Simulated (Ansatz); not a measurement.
Total energies of B(CO)H3 (CH3BO) from Ansatz at B97M-V/def2-TZVP, gas phase (1 Eh = 27.2114 eV = 2625.5 kJ/mol). The reference geometry is relaxed at PBE-D4/def2-TZVP.

Cartesian coordinates in Å:
```
B -0.388 -0.363 -0.029
C 0.715 0.656 0.062
O 1.547 1.438 0.122
H -1.411 0.265 0.172
H -0.150 -1.187 0.833
H -0.313 -0.809 -1.159
```

```csv
state,geometry,energy (Eh)
charge 0 singlet,reference,-140.01121
charge 1 doublet,reference,-139.56032
free B atom (doublet),–,-24.66764
free C atom (triplet),–,-37.85881
free O atom (triplet),–,-75.07203
free H atom (doublet),–,-0.50030
```

Q: Work out the vertical ionisation energy to the doublet.

A: E(charge 1 doublet) − E(charge 0 singlet) = -139.56032 − (-140.01121) = 0.45089 Eh = 12.27 eV. For comparison, −ε of the highest occupied level is 8.64 eV at this level, 3.63 eV less.

Q: What is the binding energy per atom against free atoms?

A: Atoms: 1 × (-24.66764) + 1 × (-37.85881) + 1 × (-75.07203) + 3 × (-0.50030) = -139.09938 Eh. Binding: -139.09938 − (-140.01121) = 0.91183 Eh = 24.81 eV, or 4.14 eV for each of 6 atoms (no zero-point energy, no counterpoise term).
